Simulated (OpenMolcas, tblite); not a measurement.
C4H4 (SMILES C#CC=C): methods side by side

C4H4: 8 atoms, total charge 0, spin state singlet. SMILES: `C#CC=C`. The coordinates come from a PBE0-D4/def2-TZVP relaxation.

```xyz
8

C    -1.0914    1.5802   -0.8943
C    -0.3444    0.8360   -0.3151
C     0.5573   -0.0100    0.3789
C     0.4476   -1.3363    0.4339
H    -1.7573    2.2312   -1.4094
H     1.3797    0.4857    0.8883
H     1.1696   -1.9293    0.9813
H    -0.3612   -1.8576   -0.0636
```

Quantity: the dipole moment, in D. The values are calculated.

**What was measured.** NIST CCCBDB gives the dipole moment of the gas as 0.22 D.

```tsv
level	kind	program	value (D)	computed − measured	CPU time
GFN1-xTB	semi-empirical	tblite	0.35	+0.13	under 2 s
HF/cc-pVDZ	Hartree–Fock	OpenMolcas	0.49	+0.27	6 s
SVWN5/cc-pVDZ	LDA	OpenMolcas	0.34	+0.12	22 s
PBE/cc-pVDZ	GGA	OpenMolcas	0.34	+0.12	33 s
revPBE/cc-pVDZ	GGA	OpenMolcas	0.34	+0.12	33 s
M06-L/cc-pVDZ	meta-GGA	OpenMolcas	0.39	+0.17	44 s
M06-2X/cc-pVDZ	hybrid meta-GGA	OpenMolcas	0.39	+0.17	40 s
```

Nearest: SVWN5/cc-pVDZ (+0.12 D), PBE/cc-pVDZ (+0.12 D), revPBE/cc-pVDZ (+0.12 D); farthest: HF/cc-pVDZ (+0.27 D). The measured dipole is a vibrational average, so differences of a few hundredths of a debye mean little. Computed less measured by kind, in D (cc-pVDZ rows): semi-empirical +0.13; Hartree–Fock +0.27; LDA +0.12; GGA +0.12 to +0.12; meta-GGA +0.17; global hybrid +0.17. Magnitudes only: a small dipole may point the other way at some levels. CPU times are rough (shared hosts, several kinds of processor): they show what a rung costs within a factor of a few.
